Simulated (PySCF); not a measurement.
# C5H6 (Bicyclo[2.1.0]pent-2-ene) at 6 levels

We compute a comparison of 6 runs (HF/def2-SVP, HF/def2-TZVP, B3LYP/6-31G*, B3LYP/def2-SVP, r2SCAN/cc-pVDZ, wB97X/def2-TZVP) of C5H6 (Bicyclo[2.1.0]pent-2-ene). 

The results are computed with PySCF 2.14.0.

## Step 1: Starting point

The species is C5H6 (11 atoms), meant as a singlet with charge 0. As SMILES, `C1=CC2CC12`. Geometry: relaxed at GFN2-xTB.

Bond lengths: C1–C2 1.331 Å, C2–C3 1.514 Å, C3–C4 1.506 Å, C1–C5 1.514 Å, C3–C5 1.509 Å, C4–C5 1.505 Å, C1–H6 1.073 Å, C2–H7 1.074 Å, C3–H8 1.075 Å, C4–H9 1.081 Å, C4–H10 1.082 Å, C5–H11 1.076 Å. Some angles: C1–C2–C3 93.4°, C2–C1–C5 93.4°, C2–C3–C4 107.4°, C2–C3–C5 86.6°, C4–C3–C5 59.9°, C3–C4–C5 60.2°, C1–C5–C3 86.6°, C1–C5–C4 107.4°, C3–C5–C4 59.9°, C1–C2–H7 135.1°.

## Step 2: Energy and forces at HF/def2-SVP (run 1)

Input file mol.xyz:

```xyz
11

C     -0.786060     0.266670    -1.052750
C     -0.834240    -0.933340    -0.479180
C      0.483590    -0.740670     0.241240
C      0.359150     0.502140     1.082050
C      0.537500     0.620810    -0.408060
H     -1.450680     0.841250    -1.669300
H     -1.553130    -1.730000    -0.442170
H      1.262350    -1.469460     0.374090
H     -0.595760     0.750580     1.523930
H      1.211150     0.761550     1.697100
H      1.366120     1.130480    -0.866950
```

Input file run.py:

```python
# Bicyclo[2.1.0]pent-2-ene
import pyscf.grad
from pyscf import gto, scf

molecule = gto.M(
    atom='mol.xyz',
    basis='def2-svp',
    spin=0,
    verbose=3,
    max_memory=1860,
)

myscf = scf.RHF(molecule)
myscf.conv_tol = 1e-10
myscf.kernel()
if not myscf.converged:
    myscf = myscf.newton().run(myscf.mo_coeff, myscf.mo_occ)

etot = myscf.e_tot
print('E = %.10f Eh' % etot)
grad = myscf.Gradients().kernel()
dip = myscf.dip_moment()
pop, q = myscf.mulliken_pop()
```

Started as:

```console
$ OMP_NUM_THREADS=1 python run.py
```

Standard output:

```text
converged SCF energy = -192.570376106521
[... 9 lines left out ...]
Dipole moment(X, Y, Z, Debye):  0.20829,  0.09903,  0.22809
[... 112 lines left out ...]
charge of   10H =      0.05234
```

Wall time 6.9 s (1 thread of Arm Neoverse V2, shared host); peak memory 0.21 GiB.

## Step 3: Energy and forces at HF/def2-TZVP (run 2)

Input file job.py:

```python
from pyscf import gto

mol = gto.M(
    atom='''
C     -1.485438     0.503933    -1.989409
C     -1.576485    -1.763757    -0.905519
C      0.913853    -1.399663     0.455878
C      0.678695     0.948907     2.044778
C      1.015728     1.173161    -0.771122
H     -2.741388     1.589732    -3.154520
H     -2.934990    -3.269226    -0.835580
H      2.385496    -2.776877     0.706928
H     -1.125823     1.418391     2.879810
H      2.288742     1.439121     3.207054
H      2.581593     2.136298    -1.638298
''',
    spin=0,
    unit='bohr',
    charge=0,
    verbose=4,
    basis='def2-tzvp',
    max_memory=1860,
)

mf = mol.RHF()
mf.conv_tol = 1e-10
mf.kernel()
if not mf.converged:
    mf = mf.newton().run(mf.mo_coeff, mf.mo_occ)

energy = mf.e_tot
print(f'total energy: {energy:.8f} hartree')
grad = mf.nuc_grad_method().kernel()
dip = mf.dip_moment()
pop, q = mf.mulliken_pop()
```

Started as:

```console
$ OMP_NUM_THREADS=1 python job.py
```

Standard output:

```text
PySCF version 2.14.0

[... 67 lines left out ...]
converged SCF energy = -192.779076522606
total energy: -192.77907652 hartree
[... 11 lines left out ...]
Dipole moment(X, Y, Z, Debye):  0.23684,  0.10787,  0.24908
[... 203 lines left out ...]
charge of   10H =      0.12823
```

Wall time 65 s (1 thread of Arm Neoverse V2, shared host); peak memory 1.4 GiB.

Runs 3 to 4 aren't shown in full; the table further down has their settings and results.

## Step 4: Energy and forces at r2SCAN/cc-pVDZ (run 5)

Input file job.py:

```python
from pyscf import gto, dft

mol = gto.Mole()
mol.atom = '''
C       -0.786060       0.266670      -1.052750
C       -0.834240      -0.933340      -0.479180
C        0.483590      -0.740670       0.241240
C        0.359150       0.502140       1.082050
C        0.537500       0.620810      -0.408060
H       -1.450680       0.841250      -1.669300
H       -1.553130      -1.730000      -0.442170
H        1.262350      -1.469460       0.374090
H       -0.595760       0.750580       1.523930
H        1.211150       0.761550       1.697100
H        1.366120       1.130480      -0.866950
'''
mol.max_memory = 1860
mol.verbose = 4
mol.basis = 'cc-pvdz'
mol.build()

mf = dft.RKS(mol, xc='r2scan')
mf.grids.level = 5
mf.conv_tol = 1e-10
mf.kernel()
if not mf.converged:
    mf = mf.newton().run(mf.mo_coeff, mf.mo_occ)

e_final = mf.e_tot
print('E(%s) = %.9f' % ('R2SCAN', e_final))
grad = mf.nuc_grad_method().kernel()
mf.analyze()
```

Started as:

```console
$ OMP_NUM_THREADS=1 python job.py
```

Standard output:

```text
PySCF version 2.14.0

[... 111 lines left out ...]
MO #5   energy= -10.0437365062427  occ= 2
[... 18 lines left out ...]
MO #24  energy= 0.129840504318779  occ= 0
[... 18 lines left out ...]
MO #43  energy= 0.63681111845555   occ= 0
[... 18 lines left out ...]
MO #62  energy= 1.38191006487408   occ= 0
[... 18 lines left out ...]
MO #81  energy= 1.96670721852379   occ= 0
[... 18 lines left out ...]
MO #100 energy= 3.26759092545144   occ= 0
[... 114 lines left out ...]
Dipole moment(X, Y, Z, Debye):  0.31545,  0.10843,  0.25658
```

It took 79 s on 1 thread of Arm Neoverse V2, shared host; peak memory 1 GiB.

## Step 5: Energy and forces at wB97X/def2-TZVP (run 6)

Input file start.xyz:

```xyz
11

C     -0.786060     0.266670    -1.052750
C     -0.834240    -0.933340    -0.479180
C      0.483590    -0.740670     0.241240
C      0.359150     0.502140     1.082050
C      0.537500     0.620810    -0.408060
H     -1.450680     0.841250    -1.669300
H     -1.553130    -1.730000    -0.442170
H      1.262350    -1.469460     0.374090
H     -0.595760     0.750580     1.523930
H      1.211150     0.761550     1.697100
H      1.366120     1.130480    -0.866950
```

Input file run.py:

```python
from pyscf import gto, dft

molecule = gto.M(
    atom='start.xyz',
    charge=0,
    verbose=4,
    max_memory=1860,
    basis='def2-tzvp',
)

myscf = dft.RKS(molecule, xc='wb97x')
myscf.grids.level = 5
myscf.conv_tol = 1e-10
myscf.kernel()
if not myscf.converged:
    myscf = myscf.newton().run(myscf.mo_coeff, myscf.mo_occ)

e_final = myscf.e_tot
print(f'total energy: {e_final:.8f} hartree')
grad = myscf.nuc_grad_method().kernel()
dip = myscf.dip_moment()
pop, q = myscf.mulliken_pop()
```

Started as:

```console
$ OMP_NUM_THREADS=1 python run.py
```

Standard output:

```text
PySCF version 2.14.0

[... 78 lines left out ...]
converged SCF energy = -194.044366043425
total energy: -194.04436604 hartree
[... 12 lines left out ...]
Dipole moment(X, Y, Z, Debye):  0.27474,  0.11279,  0.26236
[... 203 lines left out ...]
charge of   10H =      0.12354
```

It took 4.2 min on 1 thread of Arm Neoverse V2, shared host; peak memory 2.9 GiB.

## Step 6: Overview of the runs

| run | level | integration grid | energy (Eh) | dipole moment (D) | HOMO energy (eV) | LUMO energy (eV) | wall time |
| --- | --- | --- | --- | --- | --- | --- | --- |
| 1 | HF/def2-SVP | – | -192.570376 | 0.32 | -8.77 | 4.24 | 6.9 s |
| 2 | HF/def2-TZVP | – | -192.779077 | 0.36 | -8.70 | 3.91 | 65 s |
| 3 | B3LYP/6-31G* (spherical functions) | 5 | -194.018663 | 0.31 | -5.79 | 0.35 | 30 s |
| 4 | B3LYP/def2-SVP | 5 | -193.884503 | 0.36 | -6.06 | 0.01 | 37 s |
| 5 | r2SCAN/cc-pVDZ | 5 | -193.916304 | 0.42 | -5.27 | -0.61 | 79 s |
| 6 | wB97X/def2-TZVP | 5 | -194.044366 | 0.40 | -8.68 | 2.27 | 4.2 min |

## Step 7: Outcome

| quantity | value |
| --- | --- |
| run 6: total energy | -194.04437 Eh |
| run 6: dipole moment | 0.40 D |
| run 6: HOMO energy | -8.68 eV |
| run 6: LUMO energy | 2.27 eV |
| run 6: HOMO–LUMO gap | 10.95 eV |
| run 6: largest force on an atom | 0.382 eV/Å |

The dipole moment (its size) runs from 0.31 D (B3LYP/6-31G*) to 0.42 D (r2SCAN/cc-pVDZ). The two ends differ in method and basis. The HOMO–LUMO gap runs from 4.66 eV (r2SCAN/cc-pVDZ) to 13.01 eV (HF/def2-SVP). Totals of different functionals can't be ranked against each other. All runs together took 7.9 min, the longest 4.2 min.
